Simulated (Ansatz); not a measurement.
Input and output for C3H5FO (`C[C@@H]1O[C@H]1F`).

```yaml
crystal:
  periodic: [false, false, false]
  atoms:
    - {symbol: C, position_ang: [-0.538811, 0.626896, 0.981929]}
    - {symbol: C, position_ang: [0.480001, -0.089733, 0.158947]}
    - {symbol: O, position_ang: [0.873876, 0.536641, -1.083833]}
    - {symbol: C, position_ang: [0.198524, -0.660211, -1.145181]}
    - {symbol: F, position_ang: [0.923664, -1.714864, -1.582886]}
    - {symbol: H, position_ang: [-1.366860, 0.976277, 0.363179]}
    - {symbol: H, position_ang: [-0.934047, -0.036895, 1.754746]}
    - {symbol: H, position_ang: [-0.091821, 1.492545, 1.476084]}
    - {symbol: H, position_ang: [1.323874, -0.526336, 0.689853]}
    - {symbol: H, position_ang: [-0.785202, -0.655518, -1.609837]}
basis:
  gaussian: {orbitals: def2-SVP}
hamiltonian: {xc: {name: wB97X-V}}
accuracy: high
output: {forces: true}
```

```sh
$ ansatz run in.yaml --threads 4 --pin off --events-out ev --progress --plain --max-ram 10444MiB
```

Output, abridged:

```
Functional definition: wB97X-V
2289 factors; integrals over basis functions are off by at most 3.4e-9 eV
346 factors; integrals over basis functions are off by at most 2.2e-9 eV
mean field evaluation 1: about -7943.9782 eV, gradient 3.7e1 eV
mean field evaluation 2: about -7944.7755 eV, gradient 3.4e1 eV
mean field evaluation 4: about -7946.7243 eV, gradient 1.7e0 eV
mean field evaluation 8: about -7946.9281 eV, gradient 1.1e-1 eV
mean field evaluation 16: about -7946.9282 eV, gradient 6.4e-5 eV
mean field -7946.92816169 eV, -292.0442233206 hartree, gradient 2.6e-8 eV, S^2 0.000000; 0 other end points of the search recorded, 0 dependent functions left out
reference -7946.92816155 eV, -292.0442233155 hartree; 20, 20 occupied and 75, 75 virtual orbitals, 2289 factors
Total energy: -7946.92816155 eV, -292.0442233155 hartree
Atom 0 at    -0.538811     0.626896     0.981929 Å, force    -0.004985    -0.004832     0.032498 eV/Å
Atom 1 at     0.480001    -0.089733     0.158947 Å, force     0.060792     0.134606    -0.211609 eV/Å
Atom 2 at     0.873876     0.536641    -1.083833 Å, force    -0.076519    -0.030976     0.102134 eV/Å
Atom 3 at     0.198524    -0.660211    -1.145181 Å, force     0.358100    -0.073261    -0.175653 eV/Å
Atom 4 at     0.923664    -1.714864    -1.582886 Å, force     0.020733    -0.043258     0.026369 eV/Å
Atom 5 at    -1.366860     0.976277     0.363179 Å, force    -0.256733     0.119068    -0.198286 eV/Å
Atom 6 at    -0.934047    -0.036895     1.754746 Å, force    -0.128885    -0.194791     0.239085 eV/Å
Atom 7 at    -0.091821     1.492545     1.476084 Å, force     0.133879     0.266723     0.139719 eV/Å
Atom 8 at     1.323874    -0.526336     0.689853 Å, force     0.305092    -0.177777     0.207325 eV/Å
Atom 9 at    -0.785202    -0.655518    -1.609837 Å, force    -0.411475     0.004498    -0.161582 eV/Å
Dipole moment:    -0.370690     0.002712     0.379175 e Å
```

Run time 21 s (4 threads of an Arm Neoverse V1 on a shared host); peak host memory 0.54 GiB.
